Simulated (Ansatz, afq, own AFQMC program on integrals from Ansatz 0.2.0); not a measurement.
AFQMC on a folder of integrals that Ansatz 0.2.0 wrote.

```yaml
crystal:
  periodic: [false, false, false]
  atoms:
    - {symbol: Ge, position_ang: [0.000000, 0.000000, 0.232583]}
    - {symbol: O, position_ang: [0.000000, 0.000000, -1.177707]}
    - {symbol: H, position_ang: [0.000000, 1.111627, 0.966218]}
    - {symbol: H, position_ang: [0.000000, -1.111627, 0.966218]}
basis:
  gaussian: {orbitals: cc-pVDZ}
magnetization: {spin_polarized: false}
correlation: {method: ccsd_t, electrons: outside_noble_gas, hamiltonian_folder: ham}
```

```sh
$ ansatz run in.yaml --threads 1 --pin off --events-out ev --progress --plain --max-ram 1382MiB
```

Options of the walk:

```
--method free --trial cisd --walkers 60 --time-step 0.03 --max-blocks 80 --target-error 0.00042 --factor-cut 1e-05 --seed 1769 --times 0,0.21,0.42,0.81,1.2,1.8,2.4,3 --taylor-order 8
```

Times are imaginary, in 1/Eh. The walk had a cap of 513 s. Filled inner d shells are frozen with the cores.

Log:

```
orbitals 36  electrons 6 6  factors 293 of 545
reference energy -2151.19067349 Eh
CCSD correlation -0.29039931 Eh in 11 cycles, weight of the determinant in the CISD state 0.8954
repeat  energy at the last time / Eh  error
    10  -2151.490819  0.002184
    20  -2151.490274  0.001404
    30  -2151.489770  0.001369
    40  -2151.489188  0.001220
    50  -2151.489158  0.001132
    60  -2151.489121  0.000988
    70  -2151.489421  0.000921
    80  -2151.489373  0.000841
time / (1/Eh)  energy / Eh  error  mean overlap
  0.00  -2151.480531  0.000434  1.1149
  0.21  -2151.485031  0.000412  1.1172
  0.42  -2151.486742  0.000399  1.1256
  0.81  -2151.488743  0.000446  1.1238
  1.20  -2151.489467  0.000472  1.1251
  1.80  -2151.489733  0.000540  1.1336
  2.40  -2151.489618  0.000641  1.1397
  3.00  -2151.489373  0.000841  1.1612
energy -2151.489373 +/- 0.000841 Eh
```

The run passed its tests (error under three times the target), which doesn't prove that it has relaxed.

Against this walk (error 22.9 meV) on the same determinant: CCSD(T) 20.2 meV higher (within the noise), CCSDT(Q) 21.9 meV lower (within the noise). The error is statistical, and a free projection of finite length keeps a remainder of its start.

Cautions: remainder of the start not in the error; error above the target (22.9 against 11.4 meV); no relativity below Rb; no spin-orbit coupling; inner d shell frozen.

The walk took 2.1 min on 1 thread of Intel(R) Xeon(R) Platinum 8488C (Sapphire Rapids), on a shared host. The log's last line is the free-projection energy.

CCSDT and higher add their correlation energy to the determinant of the CCSD(T) run, since their own runs factorise the integrals more tightly (a shift of under 2 meV). A walk keeps the symmetry of its determinant, which the program's search chose and which needn't be the lowest solution, so a lower state of the same spin and another symmetry isn't excluded.
